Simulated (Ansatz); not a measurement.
Isolated molecules relaxed with PBE0-D4/def2-TZVP in Ansatz; ΔE leaves out vibrations. CCSD(T)/CBS adds triple-zeta CCSD(T) − MP2 to the extrapolated MP2 energy (def2 sets, frozen cores). This one scheme is used for every species, atoms too. Functionals use def2-TZVPP. No spin–orbit coupling; open shells (•) take unrestricted orbitals. Spin–orbit coupling would lower the free atoms: a little for C, O. Each species was taken in one conformer, which may not be the lowest.

Reaction (atomization): `COC1CCCO1` → 5 C• + 10 H• + 2 O•

`COC1CCCO1`:

Cartesian coordinates in Å:
```
C -0.092 0.938 2.285
O -0.702 0.265 1.211
C -0.290 0.736 -0.040
C -1.004 -0.072 -1.103
C -0.111 -1.306 -1.188
C 1.275 -0.721 -0.934
O 1.078 0.525 -0.266
H -0.507 0.523 3.203
H -0.308 2.015 2.250
H 0.993 0.800 2.281
H -0.453 1.821 -0.096
H -0.996 0.485 -2.043
H -2.035 -0.288 -0.827
H -0.382 -2.013 -0.402
H -0.176 -1.819 -2.148
H 1.898 -1.372 -0.315
H 1.812 -0.519 -1.867
```

What is ΔE at CCSD(T)/CBS? (Best estimate.)

Ansatz gave: +71.81 eV.

What do these levels give: PBE-D4, BLYP-D4, ωB97M-V, MP2/def2-SVP, HF/def2-TZVPP, MP2/def2-TZVPP? (An estimate is asked.)

Computed: PBE-D4 73.70, BLYP-D4 71.63, ωB97M-V 72.08, MP2/def2-SVP 69.72, HF/def2-TZVPP 52.16, MP2/def2-TZVPP 71.41 eV.

Largest T1 diagnostic among the species: 0.011.

In def2-TZVPP, CCSD(T) changes the Hartree–Fock value by +17.98 eV (the triples alone add +1.07 eV) and MP2 by +19.25 eV; breaking electron pairs costs correlation energy, which Hartree–Fock lacks. At CCSD(T), def2-SVP lies −2.96 eV from the extrapolated value and def2-TZVPP −1.68 eV: correlation converges slowly with the basis, and small sets miss more of it in the bonded molecule than in its fragments. Leaving LDA and LC-ωPBE aside and taking each functional with its dispersion term where it has one, the values, not all of them listed here, spread over 4.14 eV, from BHLYP-D4 to PBE-D4. LDA lies +9.78 eV from PBE without D4, its usual overbinding.

For atomizations the MP2-based limit and the directly extrapolated one differ by several kJ/mol either way, and by 10 to 25 for some Ge, Se and Sn compounds, so smaller differences from it don't rank the levels.
